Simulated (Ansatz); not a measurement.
# Cost against result

Saddle point of Si2H7F, closed shell (Si₂H₆ ([SiH3][SiH3]) + HF → SiH₃F ([F][SiH3]) + SiH₄; bonds formed: Si1–F7, Si2–H6; bonds broken: Si1–Si2, H6–F7), PBE0-D4/def2-TZVP structure:

Si1  (-0.951, 0.704, -0.304)
Si2  (0.926, -0.990, 0.143)
H3  (-1.246, -0.524, -1.129)
H4  (-2.109, 0.783, 0.609)
H5  (-0.770, 1.759, -1.323)
H6  (0.520, 0.693, 0.711)
F7  (0.089, 1.778, 0.958)
H8  (2.139, -0.940, 1.011)
H9  (0.055, -2.102, 0.592)
H10  (1.346, -1.162, -1.268)
(Å)

Barriers are electronic and count from the start structure reached by relaxing down the imaginary mode.

Ansatz 0.2.0; basis: as named in each row; cores frozen in the correlated methods. B3LYP uses VWN-RPA correlation. Extrapolation: Hartree–Fock as exp(−7.88 √X), correlation as X^−2.97.

Times are rough, for one single point on 4 threads of a shared host (Arm Neoverse V1).

The estimate by CCSD(T) at an estimated basis limit (MP2 extrapolated from triple and quadruple zeta, plus CCSD(T) − MP2 in triple zeta) is 168.5 kJ/mol.

| method | basis | time (s) | barrier (kJ/mol) | method less estimate |
| --- | --- | --- | --- | --- |
| HF | STO-3G | under 1 | 403.5 | 234.9 |
| PBE-D4 | STO-3G | under 1 | 135.7 | -32.8 |
| SPW92 | def2-SVP | under 1 | 95.1 | -73.4 |
| B3LYP-D4 | 6-31G | under 1 | 199.2 | 30.7 |
| PBE-D4 | def2-SVP | under 1 | 124.0 | -44.5 |
| PBE0-D4 | def2-SVP | under 1 | 151.3 | -17.2 |
| SPW92 | def2-TZVPP | under 1 | 102.0 | -66.5 |
| PBE-D4 | def2-TZVPP | 1 | 130.0 | -38.5 |
| BLYP-D4 | def2-TZVPP | 1 | 143.6 | -24.9 |
| CCSD(T) | def2-SVP | 1 | 189.1 | 20.6 |
| BHLYP-D4 | def2-TZVPP | 2 | 181.5 | 13.0 |
| B3LYP-D4 | def2-TZVPP | 2 | 159.0 | -9.5 |
| CAM-B3LYP-D4 | def2-TZVPP | 2 | 160.7 | -7.9 |
| PBE0-D4 | def2-TZVPP | 2 | 151.6 | -16.9 |
| wB97M-V | def2-SVP | 2 | 152.8 | -15.7 |
| r2SCAN-D4 | def2-TZVPP | 2 | 139.9 | -28.6 |
| r2SCAN0-D4 | def2-TZVPP | 3 | 156.5 | -12.1 |
| RPA on PBE | def2-TZVPP | 3 | 167.0 | -1.5 |
| B2PLYP | def2-TZVPP | 3 | 163.8 | -4.7 |
| PBE-QIDH | def2-TZVPP | 3 | 164.4 | -4.1 |
| wB97X-V | def2-TZVPP | 5 | 161.1 | -7.5 |
| B97M-V | def2-TZVPP | 6 | 155.9 | -12.6 |
| wB97M-V | def2-TZVPP | 6 | 154.5 | -14.0 |
| MP2 | def2-QZVPP | 11 | 161.7 | -6.8 |
| CCSD(T) | def2-TZVPP | 35 | 172.1 | 3.6 |

All methods are single points on the PBE0-D4 structures.

No T1 diagnostic of these runs exceeds 0.015.

Labels in which every atom is bracketed show which atoms are joined, not bond orders.
